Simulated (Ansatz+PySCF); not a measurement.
doublet HS2: levels of theory in one basis

```xyz
3

S     0.0000    0.2015   -1.4669
S     0.0000   -0.6406    0.3227
H     0.0000    0.4391    1.1442
```

Basis set: cc-pVTZ on H; cc-pV(T+d)Z on S (spherical functions). Frozen core: 10 orbitals. Correlation on ROHF uses semicanonical orbitals with singles. Charge 0, multiplicity 2.

Computed with Ansatz (development build ahead of 0.2.0) and PySCF 2.14.0; each method stands on the lowest determinant of its kind that the runs found.

```json
{"method": "ROHF", "E − E(ROHF) (eV)": "0.00", "<S²> of the determinant": "0.75"}
{"method": "UHF", "E − E(ROHF) (eV)": "-0.18", "<S²> of the determinant": "0.77"}
{"method": "ROHF-MP2", "E − E(ROHF) (eV)": "-9.12", "<S²> of the determinant": "–"}
{"method": "UHF-MP2", "E − E(ROHF) (eV)": "-9.08", "<S²> of the determinant": "0.77"}
{"method": "ROHF-CCSD(T)", "E − E(ROHF) (eV)": "-10.57", "<S²> of the determinant": "–"}
{"method": "UHF-CCSD(T)", "E − E(ROHF) (eV)": "-10.57", "<S²> of the determinant": "0.77"}
```

Problem. What does UHF-CCSD give on the same scale?

Solution. -10.07 eV.
